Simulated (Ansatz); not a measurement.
The input, for Ansatz 0.2.0:

```yaml
crystal:
  periodic: [false, false, false]
  atoms:
    - {symbol: B, position_ang: [0.000000, 0.000000, 1.051329]}
    - {symbol: Al, position_ang: [0.000000, 0.000000, -0.857484]}
    - {symbol: H, position_ang: [0.000000, 0.000000, 2.234417]}
    - {symbol: H, position_ang: [0.000000, 0.000000, -2.428262]}
basis:
  gaussian: {orbitals: cc-pVDZ}
total_charge: 1
magnetization: {spin_polarized: false, initial_magnetization: 3}
correlation: {method: ccsdtq, electrons: outside_noble_gas}
```

```sh
$ ansatz run in.yaml --threads 2 --pin off --events-out ev --progress --plain --max-ram 16896MiB --backend cuda --devices 0, --max-vram 18GiB
```

The program prints:

```
742 factors; integrals over basis functions are off by at most 1.7e-7 eV
mean field evaluation 1: about -7270.2352 eV, gradient 1.5e1 eV
mean field evaluation 2: about -7270.3151 eV, gradient 1.5e1 eV
mean field evaluation 4: about -7272.6325 eV, gradient 3.2e0 eV
mean field evaluation 8: about -7273.1041 eV, gradient 9.8e-1 eV
mean field evaluation 16: about -7273.1326 eV, gradient 5.3e-6 eV
mean field evaluation 32: about -7271.9532 eV, gradient 1.9e0 eV
mean field evaluation 64: about -7267.8350 eV, gradient 1.1e1 eV
mean field evaluation 96: about -7270.0457 eV, gradient 3.0e-1 eV
mean field evaluation 128: about -7270.0644 eV, gradient 1.3e-1 eV
mean field evaluation 160: about -7268.9468 eV, gradient 1.9e-3 eV
...
cycle  14  -3.43097875 eV  change   -6.6e-5 eV  update   7.9e-5
cycle  15  -3.43094449 eV  change    3.4e-5 eV  update   4.0e-5
cycle  16  -3.43091930 eV  change    2.5e-5 eV  update   2.3e-5
cycle  17  -3.43090715 eV  change    1.2e-5 eV  update   1.0e-5
cycle  18  -3.43090543 eV  change    1.7e-6 eV  update   5.4e-6
cycle  19  -3.43090653 eV  change   -1.1e-6 eV  update   3.3e-6
cycle  20  -3.43090816 eV  change   -1.6e-6 eV  update   1.9e-6
cycle  21  -3.43090903 eV  change   -8.6e-7 eV  update   1.1e-6
cycle  22  -3.43090985 eV  change   -8.2e-7 eV  update   6.1e-7
cycle  23  -3.43091025 eV  change   -4.0e-7 eV  update   4.0e-7
Total energy: -7276.56346526 eV, -267.4087751163 hartree
```

For the same geometry and basis full CI lies 0.1 meV higher.

Ran on 2 threads of AMD EPYC 7R13 with a shared H100 80 GB, shared host: 16 s wall, 0.91 GiB peak host memory.
